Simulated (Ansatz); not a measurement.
For Bi₂S₃ (Pnma, No. 62), PBEsol (PAW; Ansatz, a program for electronic structure) gives:

```
Item                    Result
---------------  -------------
volume per atom  24.26 Å³/atom
cohesive energy   3.59 eV/atom
band gap               1.21 eV
```

Q: What does r²SCAN+rVV10 in Ansatz (plane waves, PAW) give for the same quantities?

A: 
- equilibrium volume per atom: 25.07 Å³/atom (rises by 3.3 %)
- cohesive energy: 3.32 eV/atom (drops by 0.27 eV/atom)
- band gap: 1.61 eV (increases by 0.40 eV)

For comparison: band gap 1.3 eV (measured, temperature not stated, no zero-point or thermal correction; as tabulated in Wikipedia's data pages).

Changes are worked out from the printed values.

Unless a cell is named, each level is at its own relaxed cell (PBEsol 24.26, r²SCAN+rVV10 25.07 Å³/atom).

Levels without +SOC leave out spin–orbit coupling, which shifts energies and cells of such heavy elements.

Levels without +SOC have no spin–orbit coupling; where heavier elements are present it shifts gaps, mostly down, and can invert bands. Density-functional gaps are differences of (generalised) Kohn–Sham levels.

Caveats: the relaxation could not lower the start's symmetry, so the cell can be a saddle point above a distorted one (PBEsol, r²SCAN+rVV10). Ansatz's density-functional and Hartree–Fock values are scalar-relativistic unless marked +SOC, with PAW data made under PBE.
